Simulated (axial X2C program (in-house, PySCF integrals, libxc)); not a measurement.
# Spin–orbit effects along a row: molecules with H (ions), HF

Calculated with an axial X2C code built on PySCF integrals, spin-free (one-electron X2C) or two-component (2c: spin–orbit coupling with atomic mean-field Coulomb and Gaunt terms, which also bring small scalar terms), in Dyall basis sets with cores contracted in-house; open shells are unrestricted.

Basis sets: H dyall-av3z, Mg dyall-av3z, Na dyall-av3z, P dyall-av3z, S dyall-av3z, Si dyall-av3z.

| molecule | spin-free state | Re (Å) | ωe (cm⁻¹) | De (eV) | 2c state | Re 2c (Å) | ωe 2c (cm⁻¹) | De 2c (eV) |
| --- | --- | --- | --- | --- | --- | --- | --- | --- |
| NaH⁻ | M_S = 1/2, Λ = 0 | 2.024 | 946.7 | n/a | Ω = 1/2 | 2.024 | 946.6 | n/a |
| MgH⁻ | M_S = 0, Λ = 0 | 1.856 | 1164.0 | 1.48 | Ω = 0 | 1.856 | 1163.8 | 1.48 |
| SiH⁻ | M_S = 1, Λ = 0 | 1.545 | 1922.7 | 2.15 | Ω = 1 | 1.546 | 1922.3 | 2.15 |
| PH⁻ | M_S = 1/2, Λ = 1 | 1.428 | 2359.2 | 2.27 | Ω = 3/2 | 1.428 | 2357.8 | 2.28 |
| SH⁻ | M_S = 0, Λ = 0 | 1.336 | 2771.0 | 2.79 | Ω = 0 | 1.336 | 2770.3 | 2.76 |

(1) Work out the shifts from the spin-free to the two-component result.

Fragments in 2c: Na- + H, Mg + H-, Si- + H, P + H-, S- + H. Each entry is the lowest single determinant of a limited PBE0 search at one distance. De goes to single-determinant-based atoms at the same level (for ions the charge split of lowest energy) and is withheld (n/a) where an atom does not fit its ground term or J level. Main or longest-lived isotopes. One determinant is a doubtful description, or other states lie close, for SiH⁻; these need not be ground states, and all values refer to the states named. Some open-shell Ω = 0 determinants are out of reach, so the Ω given for SiH⁻ need not be the lowest component. With several unpaired electrons the Ω given is that of one determinant, not necessarily of the lowest component.

Answers

(1) 

| molecule | 2c state | ΔRe (Å) | Δωe (cm⁻¹) | ΔDe (eV) |
| --- | --- | --- | --- | --- |
| NaH⁻ | Ω = 1/2 | 0.000 | -0.1 | n/a |
| MgH⁻ | Ω = 0 | 0.000 | -0.2 | 0.00 |
| SiH⁻ | Ω = 1 | 0.001 | -0.4 | 0.00 |
| PH⁻ | Ω = 3/2 | 0.000 | -1.4 | 0.01 |
| SH⁻ | Ω = 0 | 0.000 | -0.7 | -0.03 |

Shifts of one unit in the last digit are rounding.
